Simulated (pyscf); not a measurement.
H₂B–NH₂ + NH₃ -> H₂B–NH₂ + NH₃ (four-centre exchange; singlet surface; B–N, H–N broken, B–N, H–N formed). PySCF, gas phase, ωB97X-D3(BJ)/def2-SVP geometries. MP2 and CC: frozen core, UHF for open shells. ΔMP2 is the change of the MP2 total energy from the triple- to the quadruple-zeta basis. Energies in kcal/mol from the separated reactants.

```tsv
level	barrier	reaction energy
PBE/def2-TZVP	8.6	0.0
B3LYP-D3(BJ)/def2-TZVP	14.6	0.0
M06-2X/def2-TZVP	11.9	0.0
ωB97M-D3(BJ)/def2-TZVP	___	0.0
CCSD/def2-TZVPP	17.0	0.0
CCSD(T)/def2-TZVPP	14.6	0.0
CCSD(T)/def2-TZVPP + ΔMP2(QZVPP)	___	0.0
```

Question: Complete the blanks.

Answer: 
- ωB97M-D3(BJ)/def2-TZVP, barrier: 13.4
- CCSD(T)/def2-TZVPP + ΔMP2(QZVPP), barrier: 15.2

Of the functionals in the table, B3LYP-D3(BJ) is closest to CCSD(T)/def2-TZVPP + ΔMP2(QZVPP) in the barrier (0.5 kcal/mol apart) and PBE least close (6.6 kcal/mol); that level has limits of its own. On the reactant side the descent ends in an adduct with a B–N contact, 4.3 kcal/mol under the separated species and 17.6 kcal/mol under the saddle at ωB97X-D3(BJ)/def2-TZVP. On the product side the descent ends in an adduct with a B–N contact, 4.3 kcal/mol under the separated species and 17.6 kcal/mol under the saddle at ωB97X-D3(BJ)/def2-TZVP. What is counted as formed (B–N) is already present as a longer contact in the reactant adduct; forming that adduct is a step of its own. What is counted as broken (B–N) persists as a longer contact in the product adduct; parting that adduct is a step of its own. One saddle was located; it need not be the lowest between these sides. The CCSD(T) − MP2 part came from Ansatz, without density fitting, on the same reference.
